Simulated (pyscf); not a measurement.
SnH₂ [singlet] + H₂S -> HS–SnH₃, an insertion (singlet surface; H–S broken, S–Sn, H–Sn formed). Structures and frequencies: ωB97X-D3(BJ)/def2-SVP in PySCF. Correlated levels are frozen-core, on RHF or UHF. ΔMP2 is the change of the MP2 total energy from the triple- to the quadruple-zeta basis. Energies in kcal/mol from the separated reactants.

AM1 to PM7: differences of heats of formation from MOPAC. 

Task: In single points PM6 puts the saddle at 1.9 kcal/mol and the reaction energy at -36.5 kcal/mol. Should these be trusted to within a few kcal/mol? Compare with CCSD(T)/def2-TZVPP + ΔMP2(QZVPP).

Result: CCSD(T)/def2-TZVPP + ΔMP2(QZVPP) gives ΔE‡ = 12.6 kcal/mol and ΔE = -33.0 kcal/mol. PM6 lies 10.7 kcal/mol under it in the barrier and 3.5 kcal/mol under it in the reaction energy, so on this step it does not hold to within 3.0 kcal/mol. CCSD(T)/def2-TZVPP + ΔMP2(QZVPP) has limits of its own. On the reactant side the descent ends in an adduct with a S–Sn contact, 16.1 kcal/mol under the separated species and 29.0 kcal/mol under the saddle at ωB97X-D3(BJ)/def2-TZVP. What is counted as formed (S–Sn) is already present as a longer contact in the reactant adduct; forming that adduct is a step of its own. The same reactants have a lower exit, to HS–SnH: [singlet] + H₂ (barrier +1.9 kcal/mol at ωB97M-D3(BJ), against +17.3 kcal/mol here). This is the saddle that the search found; another between the same sides may lie lower. The CCSD(T) − MP2 part came from Ansatz, without density fitting, on the same reference. The frozen core leaves the outer d or s,p core shells of the metals and heavy elements correlated in the MP2 and CC values, and def2-TZVPP describes them poorly, which can shift differences by a few kcal/mol. Elements past Kr carry the def2 core potentials, without spin-orbit coupling.
